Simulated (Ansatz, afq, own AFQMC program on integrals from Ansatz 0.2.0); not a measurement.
**AlP, triplet in 6-31G, levels against full CI**

```xyz
2

Al    0.0000    0.0000    0.0000
P     0.0000    0.0000    3.6140
```

Basis 6-31G. Only valence electrons are correlated. Ansatz 0.2.0 and our own AFQMC program on the same integrals; the CISD trial comes from CCSD amplitudes, and released means the phaseless constraint is let go. ± is one standard error of the sampling.

Determinant: UHF, the one that the program's search chose, which needn't be the lowest solution. The geometry is a point of a scan.

Full CI on the same integrals is exact in this basis and with this determinant's frozen core.

Cautions: lower spins were not checked; strong correlation (T1 0.070, weight of the determinant 0.79, largest double 0.21); unrestricted determinant spin contaminated (⟨S²⟩ 2.76 against 2.00); the released energies have errors that jump between times, so the bars are unsure, so no released level is given (meV from the phaseless value at times in 1/Eh: -1.0 ± 2.0 at 0.24, -6.3 ± 0.9 at 0.51, -9.7 ± 1.0 at 0.99, -23 ± 22 at 1.62, -14.3 ± 0.8 at 2.40), though the last usable value meets full CI within the noise.

```
T1 diagnostic                               : 0.0700
weight of the determinant in the CISD state : 0.786
⟨S²⟩ of the determinant                     : 2.763
size of the correlated space                : 8 electrons in 16 orbitals
```

Reference: full CI, correlation energy -1.649 eV. The cautions show a poor starting determinant, so the rows tell how each method copes with it here, and full CI is the sure value.

```
        level  E − E(reference) (meV)  share of correlation (%)
           HF                  1649.1                      0.00
          MP2                   744.2                     54.87
         CCSD                    58.8                     96.43
      CCSD(T)                    24.9                     98.49
        CCSDT                     2.7                     99.84
     CCSDT(Q)                     0.2                     99.99
       CCSDTQ                     0.1                    100.00
ph-AFQMC/CISD              15.4 ± 1.1                     99.06
```

CCSDT and higher add their correlation energy to the determinant of the CCSD(T) run, since their own runs factorise the integrals more tightly (a shift of under 2 meV). A walk keeps the symmetry of its determinant, which the program's search chose and which needn't be the lowest solution, so a lower state of the same spin and another symmetry isn't excluded.
